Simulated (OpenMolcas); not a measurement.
**Which level was it?**

The species is C2H2F2 (6 atoms), meant as a singlet with charge 0. SMILES: `F/C=C\F`. The coordinates come from a GFN2-xTB relaxation.

```xyz
6

F    -0.1992   -0.8218   -1.5283
C     0.3745   -0.1513   -0.5271
C    -0.2597    0.2091    0.5742
F    -1.5460   -0.0583    0.8106
H     1.4143    0.0708   -0.7049
H     0.2162    0.7515    1.3755
```

Orbital energies are those of the mean-field step.

A calculation with OpenMolcas 26.06 gave:

The total energy is -277.0368 Eh. The dipole moment is 2.09 D and the HOMO energy is -6.90 eV. The LUMO energy is 0.74 eV, the HOMO–LUMO gap is 7.64 eV and the largest force is 0.420 eV/Å.

Which of these levels gave the numbers?
A. PBE0/def2-SVP
B. B3LYP/6-31G* (spherical functions)
C. TPSS/pcseg-1
D. RI-MP2/Ahlrichs_VTZ (Cholesky decomposition)

B. The others give -276.5551 Eh (PBE0/def2-SVP), -277.0255 Eh (TPSS/pcseg-1), -276.2110 Eh (RI-MP2/Ahlrichs_VTZ (Cholesky decomposition)).
